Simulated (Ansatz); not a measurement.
`FC1OCO1`, relaxed with RKS PBE0-D4/def2-TZVP in Ansatz from a PBE-D4/def2-SVP geometry. The force threshold is 0.005 eV/Å; the program also tests the step.

Total charge 0; spin multiplicity 1.

Start:

```xyz
8

F    -0.050   -1.277   -1.575
C     0.071   -0.902   -0.270
O    -1.011   -0.119    0.166
C    -0.065    0.939    0.347
O     1.021    0.117   -0.090
H     0.252   -1.832    0.320
H     0.033    1.252    1.412
H    -0.250    1.822   -0.310
```

By how much does the energy fall, and how many steps does the optimiser take? (An estimate is asked.)

Ansatz gave: 3.68 kJ/mol, in 3 steps.

Which bonds change most? (Estimate.)

The calculation gave: C2–H6 from 1.116 to 1.095 Å; C4–H8 from 1.116 to 1.095 Å; C4–H7 from 1.114 to 1.094 Å; F1–C2 from 1.364 to 1.350 Å.

Give the relaxed structure. (Best estimate.)

Computed: 
```xyz
8

F    -0.050   -1.259   -1.559
C     0.071   -0.895   -0.264
O    -1.001   -0.119    0.167
C    -0.065    0.937    0.347
O     1.011    0.114   -0.086
H     0.249   -1.809    0.312
H     0.032    1.239    1.393
H    -0.247    1.793   -0.310
```
